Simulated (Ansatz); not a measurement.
# CH₇BSi: a ladder of functionals and wavefunction methods

One table from this session's results is given with a row withheld; the runs are named, their logs left out.

The runs use Ansatz 0.2.0, Gaussian basis; functionals in def2-TZVPP, the program's frozen cores in correlated methods.

Plan: LDA (SPW92), PBE-D4, revPBE-D4, BLYP-D4, r2SCAN-D4, B97M-V, PBE0-D4, B3LYP-D4, r2SCANh-D4, r2SCAN0-D4, HSE06-D4, BHLYP-D4, CAM-B3LYP-D4, LC-ωPBE, ωB97X-V, ωB97M-V, B2PLYP, PBE-QIDH; CCSD(T)/def2-SVP; CCSD(T)/def2-TZVPP; MP2/def2-QZVPP; extrapolation to the limit; RPA on PBE.

1 further run of the same task is left out (it didn't finish).

## The relaxed structure

The geometry comes from an earlier relaxation with PBE0-D4 in a triple-zeta def2 set; it is a stationary point, not always the lowest conformer.

SMILES `CB[SiH3]`, 10 atoms, charge 0, spin multiplicity 1.

Atoms are counted from 1 here; the program's logs count them from 0.

Bond lengths: C1–B2 1.550 Å, C1–H4 1.106 Å, C1–H5 1.092 Å, C1–H6 1.091 Å, B2–Si3 2.018 Å, B2–H7 1.201 Å, Si3–H8 1.491 Å, Si3–H9 1.491 Å, Si3–H10 1.494 Å. Angles: B2–C1–H4 102.7°, B2–C1–H5 114.9°, B2–C1–H6 116.2°, H4–C1–H5 105.3°, H4–C1–H6 106.0°, H5–C1–H6 110.4°, C1–B2–Si3 124.4°, C1–B2–H7 118.6°, Si3–B2–H7 117.0°, B2–Si3–H8 111.7°, B2–Si3–H9 114.0°, B2–Si3–H10 107.9°, H8–Si3–H9 108.2°, H8–Si3–H10 107.1°, H9–Si3–H10 107.6°.

The first run:

The input, in.yaml:

```yaml
crystal:
  periodic: [false, false, false]
  atoms:
    - {symbol: C, position_ang: [-1.087858, 0.974956, -0.576913]}
    - {symbol: B, position_ang: [0.112022, 0.000328, -0.689947]}
    - {symbol: Si, position_ang: [1.014128, -0.883143, 0.884833]}
    - {symbol: H, position_ang: [-1.958392, 0.307457, -0.716175]}
    - {symbol: H, position_ang: [-1.157861, 1.712226, -1.379982]}
    - {symbol: H, position_ang: [-1.228599, 1.454133, 0.393409]}
    - {symbol: H, position_ang: [0.516787, -0.288162, -1.783731]}
    - {symbol: H, position_ang: [1.154229, -2.354129, 0.685516]}
    - {symbol: H, position_ang: [0.324945, -0.654189, 2.186687]}
    - {symbol: H, position_ang: [2.393701, -0.320777, 0.999304]}
basis:
  gaussian: {orbitals: def2-TZVPP}
hamiltonian: {xc: lda}
output: {orbitals: {seedname: orbitals}}
```

Steps of the session up to this table: LDA; PBE-D4 (GGA); revPBE-D4 (GGA); BLYP-D4 (GGA); r2SCAN-D4 (meta-GGA); B97M-V (meta-GGA); PBE0-D4 (hybrid); B3LYP-D4 (hybrid); r2SCANh-D4 (hybrid); r2SCAN0-D4 (hybrid); HSE06-D4 (hybrid); BHLYP-D4 (hybrid); CAM-B3LYP-D4 (range-separated); LC-ωPBE-D4 (range-separated; the results give it without D4); ωB97X-V (range-separated); ωB97M-V (range-separated); B2PLYP (double hybrid); PBE-QIDH (double hybrid).

One of the session's tables, all rows but one given; the rest of the session is left out.

It belongs to the step «Orbital energies across the functionals». 

| functional | HOMO (eV) | LUMO (eV) | gap (eV) |
| --- | --- | --- | --- |
| LDA (SPW92) | ? | ? | ? |
| PBE-D4 | -6.70 | -2.81 | 3.89 |
| revPBE-D4 | -6.67 | -2.71 | 3.97 |
| BLYP-D4 | -6.61 | -2.63 | 3.98 |
| r2SCAN-D4 | -6.95 | -2.48 | 4.47 |
| B97M-V | -7.06 | -2.60 | 4.46 |
| PBE0-D4 | -7.92 | -1.82 | 6.09 |
| B3LYP-D4 | -7.74 | -2.02 | 5.72 |
| r2SCANh-D4 | -7.40 | -2.14 | 5.26 |
| r2SCAN0-D4 | -8.07 | -1.64 | 6.43 |
| HSE06-D4 | -7.52 | -2.21 | 5.31 |
| BHLYP-D4 | -9.07 | -0.74 | 8.33 |
| CAM-B3LYP-D4 | -9.28 | -0.67 | 8.61 |
| LC-ωPBE | -10.62 | 0.50 | 11.12 |
| ωB97X-V | -10.28 | 0.39 | 10.67 |
| ωB97M-V | -10.08 | 0.14 | 10.22 |

Q: Estimate the row for LDA (SPW92) from the others.

As computed: HOMO (eV): -6.75; LUMO (eV): -3.03; gap (eV): 3.72. In the column «HOMO (eV)» it lies between r2SCAN-D4 (-6.95) and PBE-D4 (-6.70).
